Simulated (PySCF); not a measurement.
Isomers of C4H6ClF, one GFN2-xTB conformer each. Single-point energies are computed at PBE0/pcSseg-1 (PySCF, gas phase, no added dispersion term), electronic only.

Question: Rank them by PBE0/pcSseg-1 energy, lowest first (kcal/mol).
A. `[CH3:1]/[CH:2]=[C:3](/[F:4])[CH2:5][Cl:6]` with C2–C3–C5–Cl6 72°
B. `[CH2:1]=[CH:2][C@:3]([CH3:4])([F:5])[Cl:6]` with C1–C2–C3–C4 129°

Answer: B (0.0), A (2.9).

GFN2-xTB itself gives, in the same order: 1.6, 0.0. GFN2-xTB puts C/C=C(/F)CCl lowest instead.

Q: Which frontier levels, dipoles and rotational constants go with these structures?

A: 
```tsv
SMILES	HOMO (eV, PBE0/pcSseg-1)	LUMO (eV)	dipole (D)	A, B, C (MHz)
C=C[C@](C)(F)Cl	-8.07	-0.60	2.39	3699, 2326, 2009
C/C=C(/F)CCl	-7.29	-0.52	2.12	3345, 2166, 1451
```

Q: As an exercise, what shares would exp(−E/RT) give at 298.15 K from these electronic energies alone (no entropy, no degeneracies)?

A: RT = 0.592 kcal/mol: C=C[C@](C)(F)Cl 99.3 %, C/C=C(/F)CCl 0.7 %.
